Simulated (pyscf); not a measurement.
Optimised with ωB97X-D3(BJ)/def2-SVP in PySCF.

Task: For the elementary gas-phase step :HC–CH=O [singlet] → :C=CH–OH [singlet] (singlet surface; C–H broken, H–O formed), what barrier and reaction energy does PBE0-D3(BJ)/def2-TZVP give, measured from the reactant's lowest minimum found?

Result: ΔE‡ = 37.6 kcal/mol, ΔE = +7.5 kcal/mol. CCSD(T)/def2-TZVPP + ΔMP2(QZVPP) gives 34.3 kcal/mol and +4.7 kcal/mol. Zero-point energy shifts the barrier by -2.0 kcal/mol. It is a hydrogen shift, with an imaginary mode of 1485i cm⁻¹. The same reactants have a lower exit, to •HC=C=O + H• (no saddle counted: cutting one bond costs +31.6 kcal/mol at ωB97M-D3(BJ), against +38.7 kcal/mol here). :HC–CH=O [singlet] may be a fragile minimum: a first optimisation, from another start, lost the drawn bonds. :C=CH–OH [singlet] may be a fragile minimum: a first optimisation, from another start, lost the drawn bonds. :HC–CH=O [singlet] lies 81.0 kcal/mol over its isomer H₂C=C=O, and others may lie lower still (electronic energy, ωB97M-D3(BJ)). :C=CH–OH [singlet] lies 84.0 kcal/mol over its isomer H₂C=C=O, and others may lie lower still (electronic energy, ωB97M-D3(BJ)). One saddle was located; it need not be the lowest between these sides. The CCSD(T) − MP2 part came from Ansatz, without density fitting, on the same reference. The largest closed-shell T1 diagnostic is 0.037, which may signal static correlation.
